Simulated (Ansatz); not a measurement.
Start from `CC(=N)Cl` and change one atom or group to get `CC=N`.

Ansatz, PBE0-D4/def2-TZVP geometries, multiplicity 1. Each molecule was computed in one conformer, which needn't be the lowest.

```json
{"property": "size of the dipole moment (ωB97M-V/def2-TZVPP) / D", "`CC(=N)Cl`": "0.89"}
{"property": "LUMO energy (ωB97M-V/def2-TZVPP) / eV", "`CC(=N)Cl`": "1.91"}
{"property": "HOMO–LUMO gap (PBE/def2-TZVPP) / eV", "`CC(=N)Cl`": "5.29"}
{"property": "HOMO energy (PBE/def2-TZVPP) / eV", "`CC(=N)Cl`": "-6.76"}
{"property": "zero-point energy (PBE0-D4/def2-TZVP) / kJ/mol", "`CC(=N)Cl`": "157.5"}
{"property": "ideal-gas entropy at 298 K and 1 bar (rigid rotor, harmonic PBE0-D4/def2-TZVP) / J/(mol·K)", "`CC(=N)Cl`": "293"}
```

Task: Give the same properties after the change, and the shifts. (An estimate is asked.)

Result: The calculation gave: 
```json
{"property": "size of the dipole moment (ωB97M-V/def2-TZVPP) / D", "`CC=N`": "2.54", "shift": "1.65"}
{"property": "LUMO energy (ωB97M-V/def2-TZVPP) / eV", "`CC=N`": "2.32", "shift": "0.41"}
{"property": "HOMO–LUMO gap (PBE/def2-TZVPP) / eV", "`CC=N`": "4.87", "shift": "-0.42"}
{"property": "HOMO energy (PBE/def2-TZVPP) / eV", "`CC=N`": "-6.01", "shift": "0.75"}
{"property": "zero-point energy (PBE0-D4/def2-TZVP) / kJ/mol", "`CC=N`": "180.3", "shift": "22.8"}
{"property": "ideal-gas entropy at 298 K and 1 bar (rigid rotor, harmonic PBE0-D4/def2-TZVP) / J/(mol·K)", "`CC=N`": "263", "shift": "-30"}
```

With PBE0 the HOMO rises by 0.70 eV and the LUMO rises by 0.40 eV, so the gap narrows by about 0.30 eV. PBE moves the HOMO by 0.75 eV and ωB97M-V by 0.61 eV. Dipoles are sizes alone; their direction can turn.
